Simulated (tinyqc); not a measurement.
Worked calculation: MP2 on RHF in the sto-3g basis, frozen core, for H2O, spin multiplicity 1. One step of it, computed by the program tinyqc.

Task: Iteration 1: diagonalisation and new density. Diagonalise F' = X^T F X, C = X C', fill 5 alpha and 5 beta electrons from the bottom; D = 2 C_occ C_occ^T. Each column has its largest component positive (the first on a tie).

Fock matrix F (hartree), lower triangle:
```
             1O 1s      1O 2s     1O 2px     1O 2py     1O 2pz      2H 1s      3H 1s
1O 1s   -20.400170
1O 2s    -5.215774  -2.653235
1O 2px    0.000000   0.000000  -0.286308
1O 2py    0.000000   0.000000   0.000000  -0.408669
1O 2pz   -0.015109  -0.150150   0.000000   0.000000  -0.384701
2H 1s    -1.142255  -1.106612   0.000000  -0.334072  -0.361802  -0.583925
3H 1s    -1.142255  -1.106612   0.000000   0.334072  -0.361802  -0.496338  -0.583925
```

X, lower triangle:
```
            1O 1s      1O 2s    1O 2px     1O 2py     1O 2pz      2H 1s     3H 1s
1O 1s    1.024061
1O 2s   -0.141709   1.223366
1O 2px   0.000000   0.000000  1.000000
1O 2py   0.000000   0.000000  0.000000   1.094932
1O 2pz  -0.010388   0.110502  0.000000   0.000000   1.060619
2H 1s    0.021117  -0.276048  0.000000  -0.210772  -0.151951   1.194660
3H 1s    0.021117  -0.276048  0.000000   0.210772  -0.151951  -0.098470  1.194660
```

Give: F' = X^T F X; orbital energies; coefficients C; D after iteration 1.

Result:

F' = X^T F X (hartree), lower triangle:
```
          1        2        3        4        5        6       7
1  -20.0195
2   -2.6980  -1.4213
3    0.0000   0.0000  -0.2863
4    0.0000   0.0000   0.0000  -0.1893
5   -0.0360   0.0764   0.0000   0.0000  -0.2398
6   -0.1738  -0.5523   0.0000  -0.3845  -0.2976   0.0072
7   -0.1738  -0.5523   0.0000   0.3845  -0.2976  -0.1742  0.0072
```

orbital energies (hartree): MO1 -20.4092, MO2 -1.4750, MO3 -0.5785, MO4 -0.4517, MO5 -0.2863, MO6 0.4882, MO7 0.5706

coefficients C:
```
            MO1      MO2      MO3      MO4     MO5      MO6      MO7
1O 1s    0.9941  -0.2369   0.0000   0.0928  0.0000  -0.1297   0.0000
1O 2s    0.0260   0.8565   0.0000  -0.4746  0.0000   0.8496   0.0000
1O 2px   0.0000   0.0000   0.0000   0.0000  1.0000   0.0000   0.0000
1O 2py   0.0000   0.0000   0.7170   0.0000  0.0000   0.0000   0.8796
1O 2pz   0.0033   0.1105   0.0000   0.7975  0.0000   0.7315   0.0000
2H 1s   -0.0048   0.1469   0.3607   0.2503  0.0000  -0.7851  -0.8663
3H 1s   -0.0048   0.1469  -0.3607   0.2503  0.0000  -0.7851   0.8663
```

D after iteration 1, lower triangle:
```
          1O 1s    1O 2s  1O 2px   1O 2py  1O 2pz    2H 1s   3H 1s
1O 1s    2.1059
1O 2s   -0.4423   1.9190
1O 2px   0.0000   0.0000  2.0000
1O 2py   0.0000   0.0000  0.0000   1.0281
1O 2pz   0.1022  -0.5675  0.0000   0.0000  1.2965
2H 1s   -0.0326   0.0138  0.0000   0.5172  0.4317   0.4287
3H 1s   -0.0326   0.0138  0.0000  -0.5172  0.4317  -0.0917  0.4287
```
